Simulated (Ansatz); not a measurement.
# BNH2+ (quartet): the correlation ladder, cc-pVDZ

An exercise on one series of results from a longer session: the logs are not shown, and one member is left open.

Method: cc-pVDZ, core rule «outside noble gas», up to 2 orbitals frozen; program: Ansatz 0.2.0, Gaussian basis.

Plan: UHF; CCSD(T) on ROHF; CCSD(T) on UHF; BCCD(T) on ROHF; CISD as a restricted active space (open shells left free, so some higher excitations enter); CCSDT(Q) on ROHF; CCSDT(Q) on UHF.

24 further runs of the same task are left out: 3 for a known fault of the program, 11 that didn't finish, 10 set aside as unsound or not needed. Runs told in other sessions of the task aren't counted.

### What is computed

The geometry is a PBE0/def2-TZVP stationary point (not a proven minimum) of the parent state, kept for this charge and spin.

4 atoms, charge 1, spin multiplicity 4.

Atoms are counted from 1 here; the program's logs count them from 0.

Bond lengths: B1–N2 1.367 Å, N2–H3 1.012 Å, N2–H4 1.012 Å. Angles: B1–N2–H3 123.8°, B1–N2–H4 123.8°, H3–N2–H4 112.4°.

Coordinates:

```xyz
4
BH2N
B     0.0000    0.0000    0.8588
N     0.0000    0.0000   -0.5086
H     0.0000   -0.8409   -1.0720
H     0.0000    0.8409   -1.0720
```

The first run:

Input file in.yaml:

```yaml
crystal:
  periodic: [false, false, false]
  atoms:
    - {symbol: B, position_ang: [0.000000, 0.000000, 0.858848]}
    - {symbol: N, position_ang: [0.000000, 0.000000, -0.508608]}
    - {symbol: H, position_ang: [0.000000, -0.840950, -1.072031]}
    - {symbol: H, position_ang: [0.000000, 0.840950, -1.072031]}
basis:
  gaussian: {orbitals: cc-pVDZ}
total_charge: 1
magnetization: {spin_polarized: true, initial_magnetization: 3}
hamiltonian: {xc: hf}
output: {orbitals: {seedname: orbitals}}
```

Run with:

```bash
$ ansatz run in.yaml --threads 1 --pin off --events-out ev --progress --plain --max-ram 2393MiB
```

Steps of the session up to this table: UHF; CCSD(T) on ROHF; CCSD(T) on UHF; BCCD(T) on ROHF; CISD as a restricted active space (open shells left free, so some higher excitations enter); CCSDT(Q) on ROHF; CCSDT(Q) on UHF.

One table of the session follows, with a row left open; its other results are not shown here.

```
   method  from UCCSDT(Q) (meV)
     ROHF               +5089.3
      UHF               +4997.2
     RMP2                +729.8
     UMP2                     ?
     CISD                +294.5
    RCCSD                +113.0
    UCCSD                +111.2
 RCCSD(T)                 +19.8
 UCCSD(T)                 +18.9
  BCCD(T)                 +19.8
   RCCSDT                  +6.5
   UCCSDT                  +5.6
RCCSDT(Q)                  +1.0
UCCSDT(Q)                     0
```

**Question.** Estimate the row for UMP2.

**Answer.** from UCCSDT(Q) (meV): +739.0. In the column «from UCCSDT(Q) (meV)» it lies between RMP2 (+729.8) and UHF (+4997.2).

Limits of these values: Restricted and unrestricted rows rest on different reference determinants; a gap between their highest levels can come from leftover correlation error, from unlike frozen cores or from another state.
